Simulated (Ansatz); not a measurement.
Zinc-blende BeTe was calculated with r²SCAN50 in Ansatz (PAW).

Numerical settings: plane-wave cutoff 520 eV, 8×8×8 k mesh, Fermi–Dirac smearing 0.01 eV, scalar-relativistic PAW data made under PBE.

Response to compression and expansion:

```csv
V (Å³/atom),P (GPa),direct gap at Γ (eV),smallest gap on the k mesh (eV)
20.964,3.68,6.673,4.536
21.516,1.74,6.706,4.609
22.115,-0.13,6.738,4.682
22.619,-1.52,6.762,4.739
23.171,-2.87,6.785,4.798
```

The fundamental gap (4.68 eV at the equilibrium volume, on the SCF mesh) lies elsewhere than Γ–Γ.

Spin–orbit coupling is not included; with these elements it can move the gap by several tenths of an eV or more.

Ansatz is a quantum-chemistry and plane-wave program.
